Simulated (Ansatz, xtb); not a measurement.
**H3N2P: 3 structures ranked**

3 gas-phase structures of H3N2P, found in a search over its isomers (lower ones may exist). Each was relaxed with GFN2-xTB; where two conformers were screened, the lower at r2SCAN-D4/def2-SVP is listed:

A. `[H]/N=P/N`, a singlet
B. `[H]N=[PH]=N[H]`, a singlet
C. `N1NP1`, a singlet

Which do you expect lowest at r2SCAN-D4/def2-SVP, and how would the others follow?

Calculated order at r2SCAN-D4/def2-SVP: A (0.0), B (25.6), C (48.3) kcal/mol.

Energies above the lowest of each column, in kcal/mol; the last columns are at PBE0-D3(BJ)/def2-SVP geometries:

| structure | GFN2-xTB | HF/STO-3G | r2SCAN-D4/def2-SVP | PBE0-D3(BJ)/def2-SVP | CCSD(T)/def2-TZVPP |
| --- | --- | --- | --- | --- | --- |
| A | 0.0 | 0.0 | 0.0 | 0.0 | 0.0 |
| B | 30.1 | 90.0 | 25.6 | 29.3 | 23.9 |
| C | 27.8 | 7.1 | 48.3 | 44.4 | 49.1 |

Every level run on A puts it lowest or level with the lowest. Some further structures that were screened fall inside this span and aren't listed. Flexible structures stand in one conformer each, not always the lowest.

Programs: Ansatz 0.2.0, xtb 6.7.1.
